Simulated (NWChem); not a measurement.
Molecule: isobutene (C4H8); SMILES C=C(C)C

Computed with NWChem. Pople sets run with spherical d functions. STO-3G and 3-21G are far too small for this property and stand as cheap habits. All runs use the structure optimised with PBE0/def2-SVP. Vertical excitations in the gas phase; the lowest state need not have the same character in each row.

### Question
Order these runs by computing time, cheapest first, and give rough ratios: Hartree-Fock/3-21G, CIS; Hartree-Fock/def2-SVPD, CIS; Hartree-Fock/6-31G*, CIS.

### Answer
Hartree-Fock/3-21G, CIS (1), Hartree-Fock/6-31G*, CIS (4), Hartree-Fock/def2-SVPD, CIS (30). Ratios are rough, from one shared machine; the cheapest took roughly 6 core-seconds. What differs between the cheapest and the dearest: lowest excitation, singlet (eV) 8.51 → 7.36; oscillator strength of that lowest state 0.776 → 0.019; lowest state with f > 0.02, singlet (eV) 8.51 → 7.73; oscillator strength of that bright state 0.776 → 0.655.
